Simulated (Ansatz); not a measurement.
Input for Ansatz (development build ahead of 0.2.0):

```yaml
crystal:
  periodic: [false, false, false]
  atoms:
    - { symbol: C, position_ang: [0.03489, -0.0051, -0.45732] }
    - { symbol: C, position_ang: [0.04734, 1.1773, 0.201] }
    - { symbol: C, position_ang: [0.04732, -1.1769, 0.20139] }
    - { symbol: H, position_ang: [-0.0132, 0.03807, -1.61698] }
    - { symbol: H, position_ang: [0.03097, 2.1855, -0.33227] }
    - { symbol: H, position_ang: [0.03237, 1.19941, 1.34649] }
    - { symbol: H, position_ang: [-0.04322, -2.16758, -0.27929] }
    - { symbol: H, position_ang: [0.0366, -1.22623, 1.28307] }
basis:
  gaussian: { orbitals: STO-3G }
total_charge: 1
hamiltonian:
  xc: hf
```

The input is written out in the form of the current development build from the run's settings.

Results

```json
{
 "Converged": "yes",
 "Total energy": "-114.79700 hartree",
 "Spin squared of the determinant": "0.000"
}
```
